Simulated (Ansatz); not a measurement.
# Basis or method: quintet less triplet of H2Al–P

H2Al–P, triplet; coordinates (Å): Al 0.000 0.000 1.179; P 0.000 0.000 -1.155; H 0.000 1.379 1.967; H 0.000 -1.379 1.967. Quantity: quintet less triplet, vertical.

Ansatz 0.2.0, basis 6-31G or cc-pVDZ or cc-pVTZ; geometries are PBE0/def2-TZVP minima. Wave-function levels freeze the cores; HF, MP2 and coupled cluster are restricted for singlets and unrestricted otherwise, Kohn–Sham unrestricted where that lies lower. The reference is CCSDT(Q) or full CI (coupled cluster only where its series has nearly closed). Semilocal and hybrid functionals correlate all electrons outside any core potential and usually lie nearer their basis limit than the reference, so part of their error here is the reference's basis and frozen-core error; RPA and the MP2 part of double hybrids freeze the same cores as the reference. None of these values is a measured one. Energies are electronic, without zero-point terms. No spin–orbit coupling and no scalar relativity. The species are chosen: bound, without strong static correlation by their natural occupations or amplitudes, in their lowest spin state as far as vertical gaps and like structures tell, and with a ladder that closes on the reference, so errors are smaller than for species at large; levels whose determinant breaks symmetry or spin markedly are left out.

```csv
level,6-31G (eV),cc-pVDZ (eV),cc-pVTZ (eV)
reference,3.539 (full CI),3.816 (CCSDT(Q)),3.961 (CCSDT(Q))
HF,3.390,3.747,3.735
CCSD,3.537,3.834,3.995
CCSD(T),3.540,3.822,3.976
CCSDT,3.539,3.816,3.963
PBE,3.697,3.723,3.731
r2SCAN,3.685,3.753,3.761
RPA-PBE,3.544,3.836,3.923
```

From 6-31G to cc-pVTZ the reference moves by 0.422 eV and PBE by 0.034; the step from CCSD(T) to the reference is -0.001 in the first and -0.015 in the last.
